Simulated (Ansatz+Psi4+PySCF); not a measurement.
Results of a calculation; reference values are marked as such.
Input for PySCF 2.14.0:

```python
from pyscf import gto, scf, mp

mol = gto.M(atom="""
N 0.116490 0.000000 -3.000000
H -0.271810 0.939730 -3.000000
H -0.271810 -0.469860 -2.186170
H -0.271810 -0.469860 -3.813830
N -0.116490 0.000000 3.000000
H 0.283260 -0.967460 3.000000
H 0.271810 0.469860 2.186170
H 0.271810 0.469860 3.813830
""", basis='cc-pvtz', charge=1, spin=1)
mf = scf.UHF(mol)
mf.kernel()
pt = mp.MP2(mf, frozen=2).run()
print(mf.e_tot, pt.e_corr, pt.e_tot)
```

The script is written out from the run's settings.

The run gave:

- Converged: yes
- Reference energy: -112.09067 hartree
- Correlation energy: -0.41600 hartree
- Total energy: -112.50667 hartree
- Spin squared of the determinant: 0.758

Messages of the program:
```
WARN: HOMO -0.32500657967234 >= LUMO -0.32500657967234
WARN: HOMO -0.32500657967234 >= LUMO -0.32500657967234
```

Caution: MP2 on this radical cation hangs on the determinant chosen.
